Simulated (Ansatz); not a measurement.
# CF2 (SMILES F[C]F): levels of theory compared

Wanted: a comparison of 6 runs (SVWN5/STO-3G, UB3LYP/STO-3G, RPA@PBE/STO-3G, CCSDT(Q)/STO-3G, CCSDTQ/STO-3G, CCSD/STO-3G) of CF2. 

Program for the calculation: Ansatz 0.2.0.

40 further runs of the same task are left out: 4 that didn't finish, 36 set aside as unsound or not needed.

**1. The structure to begin with**

CF2: 3 atoms, total charge 0, spin state singlet. SMILES: `F[C]F`. The C2–F1 distance was set to 1.979 Å, away from the relaxed value. At this shape a bond of the SMILES string is far longer than usual.

Bond lengths: C2–F3 1.320 Å. A long bond or contact: F1–C2 1.979 Å.

**2. A single-point energy at SVWN5/STO-3G (run 1)**

job.yaml reads:

```yaml
crystal:
  periodic: [false, false, false]
  atoms:
    - symbol: F
      position_ang: [0.431999, 1.685262, 0.424286]
    - symbol: C
      position_ang: [0.326820, -0.272180, 0.149730]
    - symbol: F
      position_ang: [-0.723760, -0.760620, -0.482500]
basis:
  gaussian: {orbitals: STO-3G}
hamiltonian: {xc: {name: SVWN5}}
total_charge: 0
accuracy: high
```

The run is started by

```console
$ ansatz run job.yaml --threads 1 --pin off --max-ram 2610MiB --events-out events.jsonl --progress --plain --runs-dir runs
```

Log:

```text
Warning: RAYON_NUM_THREADS=1 ignored (pool sized by the plan → 1); use --threads N
Functional definition: SVWN5
  name "SVWN5"
  exchange = slater_x
  correlation = vwn5_c
244 factors; integrals over basis functions are off by at most 3.7e-8 eV
mean field evaluation 1: about -6321.3223 eV, gradient 4.1e1 eV
mean field evaluation 2: about -5990.7968 eV, gradient 1.5e2 eV
mean field evaluation 4: about -6326.8024 eV, gradient 2.1e1 eV
mean field evaluation 8: about -6326.7427 eV, gradient 2.1e1 eV
mean field evaluation 16: about -6328.2640 eV, gradient 1.7e-8 eV
mean field evaluation 32: about -6323.9170 eV, gradient 1.1e1 eV
mean field -6328.26398410 eV, -232.5594119642 hartree, gradient 2.5e-8 eV, S^2 0.000000; 3 other end points of the search recorded, 0 dependent functions left out
reference -6328.26398485 eV, -232.5594119918 hartree; 12, 12 occupied and 3, 3 virtual orbitals, 244 factors
Total energy: -6328.26398485 eV, -232.5594119918 hartree
```

Wall time 0.72 s (1 thread of Arm Neoverse V1, shared host).

**3. The energy at UB3LYP/STO-3G (run 2)**

Edit job.yaml of step 2 so:

```diff
@@ -11,4 +11,4 @@
   gaussian: {orbitals: STO-3G}
-hamiltonian: {xc: {name: SVWN5}}
-total_charge: 0
 accuracy: high
+hamiltonian: {xc: {name: B3LYP}}
+magnetization: {spin_polarized: true, initial_magnetization: 0}
```

The run is started by

```console
$ ansatz run job.yaml --threads 1 --pin off --max-ram 2610MiB --events-out events.jsonl --progress --plain --runs-dir runs
```

Log:

```text
Warning: RAYON_NUM_THREADS=1 ignored (pool sized by the plan → 1); use --threads N
Functional definition: B3LYP
  name "B3LYP"
  parameter a0 = 0.2
  parameter ax = 0.72
  parameter ac = 0.81
  exchange = (1 - a0 - ax)*slater_x + ax*b88_x + a0*exact_x
  correlation = (1 - ac)*vwn_rpa_c + ac*lyp_c
244 factors; integrals over basis functions are off by at most 3.7e-8 eV
mean field evaluation 1: about -6366.5010 eV, gradient 2.0e1 eV
mean field evaluation 2: about -6042.5315 eV, gradient 1.2e2 eV
mean field evaluation 4: about -6371.9458 eV, gradient 1.0e1 eV
mean field evaluation 8: about -6372.6353 eV, gradient 9.3e-2 eV
mean field evaluation 16: about -6372.6111 eV, gradient 4.8e-5 eV
mean field evaluation 32: about -6371.8811 eV, gradient 5.5e0 eV
mean field -6372.62654626 eV, -234.1897060538 hartree, gradient 8.5e-8 eV, S^2 0.149656; 6 other end points of the search recorded, 0 dependent functions left out
reference -6372.62656119 eV, -234.1897066023 hartree; 12, 12 occupied and 3, 3 virtual orbitals, 244 factors
Total energy: -6372.62656119 eV, -234.1897066023 hartree
```

Wall time 2.3 s (1 thread of Arm Neoverse V1, shared host); peak memory 0.11 GiB.

**4. The energy at RPA@PBE/STO-3G (run 3)**

run.yaml reads:

```yaml
crystal:
  periodic: [false, false, false]
  atoms:
    - {symbol: F, position_ang: [0.431999, 1.685262, 0.424286]}
    - {symbol: C, position_ang: [0.326820, -0.272180, 0.149730]}
    - {symbol: F, position_ang: [-0.723760, -0.760620, -0.482500]}
basis:
  gaussian: {orbitals: STO-3G}
hamiltonian: {xc: {name: PBE}}
correlation: {method: rpa, frozen_orbitals: {C: 1, F: 1}}
accuracy: high
```

The run is started by

```console
$ ansatz run run.yaml --threads 1 --pin off --max-ram 2610MiB --events-out events.jsonl --progress --plain --runs-dir runs
```

Log:

```text
Warning: RAYON_NUM_THREADS=1 ignored (pool sized by the plan → 1); use --threads N
Functional definition: PBE
  name "PBE"
  parameter kappa = 0.804
  parameter beta = 0.06672455060314922
  exchange = pbe_x(kappa = kappa, mu = beta*pi^2/3)
  correlation = pbe_c(beta = beta)
244 factors; integrals over basis functions are off by at most 3.7e-8 eV
mean field evaluation 1: about -6360.4902 eV, gradient 3.9e1 eV
mean field evaluation 2: about -6360.4256 eV, gradient 3.9e1 eV
mean field evaluation 4: about -6352.9309 eV, gradient 4.7e1 eV
mean field evaluation 8: about -6364.8782 eV, gradient 2.5e1 eV
mean field evaluation 16: about -6367.3132 eV, gradient 2.5e-8 eV
mean field evaluation 32: about -6359.6111 eV, gradient 2.7e-8 eV
mean field evaluation 64: about -6342.0943 eV, gradient 3.4e1 eV
mean field -6367.31318230 eV, -233.9944435298 hartree, gradient 2.0e-8 eV, S^2 0.000000; 3 other end points of the search recorded, 0 dependent functions left out
3 core orbitals not correlated: weight in the atoms' cores, before any rotation towards them, 1.000 or more for the frozen orbitals, at most 0.000 for the correlated occupied ones
reference -6343.74786206 eV, -233.1284339839 hartree; 9, 9 occupied and 3, 3 virtual orbitals, 244 factors
Total energy: -6353.30495092 eV, -233.4796505217 hartree
```

It took 1.9 s on 1 thread of Arm Neoverse V1, shared host.

Runs 4 to 5 aren't shown in full; the table further down has their settings and results.

**5. A single-point energy at CCSD/STO-3G (run 6)**

job.yaml reads:

```yaml
crystal:
  periodic: [false, false, false]
  atoms:
    - {symbol: F, position_ang: [0.431999, 1.685262, 0.424286]}
    - {symbol: C, position_ang: [0.326820, -0.272180, 0.149730]}
    - {symbol: F, position_ang: [-0.723760, -0.760620, -0.482500]}
basis:
  gaussian: {orbitals: STO-3G}
correlation: {method: ccsd, frozen_orbitals: {C: 1, F: 1}}
scf: {omitted_lower_state_checks: [cluster_reference, increment]}
accuracy: high
```

The run is started by

```console
$ ansatz run job.yaml --threads 1 --pin off --max-ram 2610MiB --events-out events.jsonl --progress --plain --runs-dir runs
```

Log:

```text
Warning: RAYON_NUM_THREADS=1 ignored (pool sized by the plan → 1); use --threads N
[... 12 lines left out ...]
3 core orbitals not correlated: weight in the atoms' cores, before any rotation towards them, 1.000 or more for the frozen orbitals, at most 0.000 for the correlated occupied ones
[... 33 lines left out ...]
WARN: these amplitudes may be one of several solutions (largest doubles amplitude 0.40, level shift 4.24 eV)
Total energy: -6350.96646836 eV, -233.3937128727 hartree
Checks for a lower state left out: cluster_reference, increment
```

It took 0.18 s on 1 thread of Arm Neoverse V1, shared host.

**6. All runs side by side**

```csv
run,level,frozen core orbitals,energy (Eh),wall time
1,SVWN5/STO-3G,–,-232.559412,0.72 s
2,UB3LYP/STO-3G,–,-234.189707,2.3 s
3,RPA@PBE/STO-3G,3,-233.479651,1.9 s
4,CCSDT(Q)/STO-3G,3,-233.410253,0.66 s
5,CCSDTQ/STO-3G,3,-233.409557,16 s
6,CCSD/STO-3G,3,-233.393713,0.18 s
```

**7. Outcome**

| quantity | value |
| --- | --- |
| run 6: total energy | -233.39371 Eh |
| run 6: correlation energy (3 core orbitals frozen) | -189.1 mEh |
| run 6: T1 diagnostic | 0.027 |

**Reading.** Totals of different functionals can't be ranked against each other. In runs 4, 5, 6 the log says that unrestricted orbitals would lower the reference, so the values rest on an unstable closed-shell determinant (other closed-shell runs at this shape may share the fault). In runs 1, 2, 3, 4, 5, 6 the basis is minimal, so the values are rough. Spin contamination of the reference: run 2 ⟨S²⟩ = 0.15. All runs together took 21 s, the longest 16 s.
